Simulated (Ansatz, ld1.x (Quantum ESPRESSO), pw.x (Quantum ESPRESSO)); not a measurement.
# Equation-of-state test of one TM potential (Mo (Z = 42))

- Element: Mo (Z = 42)
- Generator: ld1.x (Quantum ESPRESSO) 7.5
- Type: norm-conserving Troullier–Martins (Kleinman–Bylander form)
- Functional: PBE
- Relativity: scalar-relativistic
- Frozen core: [Kr]
- Valence charge: 6
- Reference configuration: 4d5 5s1 5p0
- Partial waves: 5s (bound): rc 2.45 bohr; 5p (bound, empty): rc 3.65 bohr; 4d (bound): rc 2.05 bohr
- Local potential: all-electron potential smoothed inside 3.36 bohr (lloc = -1)
- Core correction: none

Crystal test: bcc Mo in pw.x 7.5, no spin, 15³ k-points, Fermi–Dirac smearing 0.01 Ry, cutoffs 55/220 Ry. The reference is all-electron LAPW (Ansatz 0.2.0) with the same functional, mesh and smearing; V0 and B0 come from Birch–Murnaghan fits to the pressures at five volumes. Errors are pseudo minus all-electron; Δ is the rms difference of the E(V) curves that follow from these fits, minima aligned, over ±6 % about the mean V0. Mesh and smearing are coarse, so the numbers serve the comparison and aren't converged zero-temperature values; the lattice is a test structure that the element need not adopt.

```json
{"V (Å³/atom)": "15.012", "P all-electron (GPa)": "14.82", "P pseudo (GPa)": "26.99"}
{"V (Å³/atom)": "15.407", "P all-electron (GPa)": "6.93", "P pseudo (GPa)": "18.28"}
{"V (Å³/atom)": "15.802", "P all-electron (GPa)": "-0.00", "P pseudo (GPa)": "10.61"}
{"V (Å³/atom)": "16.197", "P all-electron (GPa)": "-6.08", "P pseudo (GPa)": "3.85"}
{"V (Å³/atom)": "16.592", "P all-electron (GPa)": "-11.41", "P pseudo (GPa)": "-2.10"}
```

All-electron: a0 = 3.162 Å (V0 = 15.80 Å³/atom), B0 = 259.2 GPa.

Pseudopotential: mean pressure error (GPa): +10.67; a0 (Å): 3.204; a0 error (%): +1.34; B0 error (%): -5.9; Δ (meV/atom): 35.4. The largest radius (3.65 bohr) exceeds half the bond length (2.59 bohr), so the spheres overlap, which is one possible source of error among others. This is a poor potential for the solid.

Task: At the middle volume, how do free energy and pressure move when the wave cutoff is lowered (ecutrho kept at four times it)?

Result:

```tsv
cutoff (Ry)	shift of F (meV/atom)	shift of P (GPa)
25	+1911.3	-70.62
33	+216.7	-14.00
44	+3.0	-0.41
```

Input at the middle volume:

```
&control
  calculation='scf', prefix='x', pseudo_dir='./', outdir='./tmp', tstress=.true., disk_io='low'
/
&system
  ibrav=0, nat=1, ntyp=1, ecutwfc=55, ecutrho=220, nbnd=10,
  occupations='smearing', smearing='fd', degauss=0.01
/
&electrons
  conv_thr=1e-09, mixing_beta=0.4, electron_maxstep=70
/
ATOMIC_SPECIES
Mo 1.0 Mo.UPF
CELL_PARAMETERS angstrom
  -1.58082582 1.58082582 1.58082582
  1.58082582 -1.58082582 1.58082582
  1.58082582 1.58082582 -1.58082582
ATOMIC_POSITIONS crystal
Mo 0.0000 0.0000 0.0000
K_POINTS automatic
15 15 15 0 0 0
```

```bash
pw.x < Mo.scf.in > Mo.scf.out
```

Lines of the output:

```
Message from routine setup:
     using ibrav=0 with symmetry is DISCOURAGED, use correct ibrav instead
     lattice parameter (alat)  =       5.1742  a.u.
     unit-cell volume          =     106.6372 (a.u.)^3
     number of electrons       =         6.00
     number of Kohn-Sham states=           10
     kinetic-energy cutoff     =      55.0000  Ry
     charge density cutoff     =     220.0000  Ry
     scf convergence threshold =      1.0E-09
     Exchange-correlation= PBE
     number of k points=   120  Fermi-Dirac smearing, width (Ry)=  0.0100
     iteration #  1     ecut=    55.00 Ry     beta= 0.40
     total energy              =     -16.12191709 Ry
     estimated scf accuracy    <       0.12423826 Ry
     iteration #  2     ecut=    55.00 Ry     beta= 0.40
     total energy              =     -16.12132929 Ry
     estimated scf accuracy    <       0.01832005 Ry
     iteration #  3     ecut=    55.00 Ry     beta= 0.40
     total energy              =     -16.12446944 Ry
     estimated scf accuracy    <       0.00040436 Ry
     iteration #  4     ecut=    55.00 Ry     beta= 0.40
     total energy              =     -16.12459836 Ry
     estimated scf accuracy    <       0.00003295 Ry
     iteration #  5     ecut=    55.00 Ry     beta= 0.40
     total energy              =     -16.12460423 Ry
     estimated scf accuracy    <       0.00000024 Ry
     iteration #  6     ecut=    55.00 Ry     beta= 0.40
     total energy              =     -16.12460473 Ry
     estimated scf accuracy    <       0.00000007 Ry
     iteration #  7     ecut=    55.00 Ry     beta= 0.40
     the Fermi energy is    14.0415 ev
!    total energy              =     -16.12460478 Ry
     estimated scf accuracy    <          4.0E-11 Ry
     smearing contrib. (-TS)   =      -0.00281593 Ry
     The total energy is F=E-TS. E is the sum of the following terms:
     one-electron contribution =       9.59777711 Ry
     hartree contribution      =       0.39728238 Ry
     xc contribution           =      -4.18882255 Ry
     ewald contribution        =     -21.92802579 Ry
     convergence has been achieved in   7 iterations
          total   stress  (Ry/bohr**3)                   (kbar)     P=      106.10
```

The run at the middle volume (120 k-points, 7 iterations) took about 7.6 s on one core of a shared host (Neoverse-V1, 32 threads, 247 GiB, load 20).
